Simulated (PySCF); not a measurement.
Identify the compound

An unknown has the formula C4H4F2. Its calculated NMR data are:

$^{1}$H NMR (400 MHz, computed): δ 7.15 (m, 2H), 6.05 (m, 2H).

$^{13}$C{$^{1}$H} NMR (computed): δ 162.3 (CH, m), 113.3 (CH, m).

PySCF calculation with geometry from GFN2-xTB, shielding tensors at PBE0/pcSseg-1 (GIAO) and J: B3LYP/pcJ-1 (spin–dipole term only in couplings to heteroatoms); non-relativistic Hamiltonian, equivalent nuclei averaged, gas phase, one conformer.

Shifts are taken against calculated references (same method and geometry level): TMS for $^{1}$H (σ = 31.72 ppm) and $^{13}$C (σ = 186.93 ppm).

Choose the structure that fits.
A. C=C1CC1(F)F
B. C=C1[C@@H](F)[C@@H]1F
C. F/C=C/C=C/F
D. FCC1(F)C=C1
E. C#CCC(F)F

## Answers

C. 

1. The formula gives 2 degrees of unsaturation (no ring in the answer).
2. 2 carbon signals for 4 carbons: some carbons are equivalent by symmetry or fast rotation.
3. Carbon types of the structure: 4 × CH, which accounts for all hydrogens.
4. δC 162.3, 113.3: alkene CH; the olefinic region.
5. δH 7.15, 6.05: hydrogen on an alkene CH; olefinic region.

The others: C=C1CC1(F)F would give 4 carbon signals, not 2; C#CCC(F)F would give 4 carbon signals, not 2; FCC1(F)C=C1 would give 3 carbon signals, not 2; C=C1[C@@H](F)[C@@H]1F would give 3 carbon signals, not 2.

C–F couplings over four or more bonds (about 3 Hz to the para carbon of a fluoroarene) are left out. Common functionals overestimate the size of one-bond C–F couplings by tens of Hz; these are unscaled. Multiplet labels drop couplings under 1 Hz and merge nearly equal ones. Couplings among chemically equivalent protons are left out too, so labels in AA′BB′ or AA′XX′ sets are apparent multiplicities. Unscaled 3J(H,H) at this level run about 10 % above measured values. Shifts are as computed. Against solution values, carbons near 30 ppm lie about +3 ppm off and those near 130 ppm about +5 ppm. Of 1309 compounds with measured shifts, 239 miss one by over three times the rms of a fit or turn the order of signals round; such compounds aren't used in these exercises.
